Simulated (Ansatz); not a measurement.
## HCB, triplet in 6-31G: errors against full CI

Geometry: a point of a stretch scan, not a stationary point.

```xyz
3

B     0.0000    0.0000    1.8043
C     0.0000    0.0000   -0.3667
H     0.0000    0.0000   -1.4375
```

Basis 6-31G; Ansatz 0.2.0. Correlated methods freeze the noble-gas cores, which leaves 8 electrons in 18 orbitals. R marks a restricted (for open shells ROHF) determinant, U an unrestricted one. Active spaces: valence = (8e, 9o) chosen from the atoms' valence shells; pair = (4e, 4o) about the gap.

Full CI is exact within this basis and frozen core; it isn't the basis-set limit. The frozen core follows each run's orbitals, which can shift R against U totals by a few meV.

Unrestricted rows (U) aren't spin-pure: their determinants' ⟨S²⟩ exceeds S(S+1) by up to 0.23, so they mix in states of higher spin. For open shells CISD and CISDTQ are restricted-active-space CI with the open shells as a complete middle space.

* UHF ⟨S²⟩: 2.278
* T1 diagnostic (RCCSD): 0.0479
* largest doubles amplitude (RCCSD): 0.105
* T1 diagnostic (UCCSD): 0.0565

| level | E − E(RHF) (eV) |
| --- | --- |
| RMP2 | -2.6766 |
| UMP2 | -2.6706 |
| RCCSD | -3.8004 |
| UCCSD | -3.8277 |
| RCCSD(T) | -3.9282 |
| UCCSD(T) | -3.9231 |

Estimate how far full CI in 6-31G lies from RCCSD(T). The table doesn't fix it; the size of (T) and the diagnostics are the guide.

Full CI in 6-31G lies 5.4 kJ/mol below RCCSD(T), which is 44 % of the (T) step (-12.3 kJ/mol). T1 is raised, and the rest is a large part of (T). The miss exceeds 1 kcal/mol.

The other levels:

```tsv
level	E − E(full CI) (kJ/mol)	share of correlation (%)	wall time
CISD	42.2	89.03	0.66 s
BCCD(T)	5.9	98.46	0.81 s
RCCSDT	1.3	99.67	–
UCCSDT	0.8	99.80	–
CISDTQ	1.6	99.58	4.6 s
RCCSDT(Q)	0.2	99.95	2.6 s
UCCSDT(Q)	-0.5	100.12	3.2 s
RCCSDTQ	0.0	100.01	22 s
CASSCF (pair space)	296.8	22.80	–
NEVPT2 (pair space)	105.1	72.65	0.36 s
MRCISD (pair space)	30.4	92.10	–
MRCISD+Q (pair space)	2.6	99.33	0.84 s
CASSCF (valence space)	109.7	71.47	–
NEVPT2 (valence space)	28.4	92.60	2.4 s
MRCISD (valence space)	3.4	99.11	–
MRCISD+Q (valence space)	0.9	99.77	3.5 s
```

The correlation energy at full CI, counted from RHF, is -3.984 eV. That run took 17 s on 1 thread of Arm Neoverse V2, shared host over 2,340,352 determinants.

Run but not shown, since their state or frozen core can't be matched to the reference's or they repeat it: UHF.

Times hold each run's SCF and search for its determinant on a shared host, so for small cases they say little of a method's own cost; they ran on 1 thread of Arm Neoverse V2.

The full-CI state has the irrep A2 of C2v, in the program's axes (one component, if the state is degenerate).

Natural occupations of full CI about the gap: 1.969 1.919 1.848 0.982 0.982 0.110 0.067 0.067 0.024 0.007; effectively unpaired electrons, Σ n²(2−n)², 2.18.
